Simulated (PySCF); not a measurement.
## Phosphorus: a sound run and one with changed settings

Sound run: P [Ne] 3s2 3p3, P⁺ [Ne] 3s2 3p2. All numbers are calculated (PySCF 2.14, no relativity, point nucleus, in def2-TZVP). In the sound run the correlated levels freeze [Ne]. The sound run starts from symmetry-adapted Hartree-Fock orbitals and uses a fine grid where one is needed.

Changed run: the spin-free X2C one-electron Hamiltonian (Gaussian nucleus). This setting is unsound on purpose.

```
species   method  sound run (hartree)  changed run (hartree)  converged
      P      UHF           -340.70986             -341.44089        yes
      P   r2SCAN           -341.23815             -341.97096        yes
      P     MN15           -341.14749             -341.88518        yes
      P      MP2           -340.79125             -341.52227        yes
      P  CCSD(T)           -340.81339             -341.54437        yes
     P⁺      UHF           -340.34566             -341.07697        yes
     P⁺   r2SCAN           -340.84718             -341.58027        yes
     P⁺     MN15           -340.76315             -341.50125        yes
     P⁺      MP2           -340.40630             -341.13760        yes
     P⁺  CCSD(T)           -340.42924             -341.16046        yes
```

Ionisation energy of P:

```csv
method,sound run (eV),changed run (eV)
UHF,9.910,9.903
r2SCAN,10.639,10.631
MN15,10.459,10.447
MP2,10.475,10.468
SCS-MP2,10.304,10.296
CCSD,10.412,10.406
CCSD(T),10.453,10.447
```

Most of the change in total energy is the relativistic energy itself. On top of that the contraction fixes the core shape for the Hamiltonian it was made with, so the changed run is not a good calculation with the other Hamiltonian either.

For comparison, NIST gives 10.487 eV between the lowest levels.
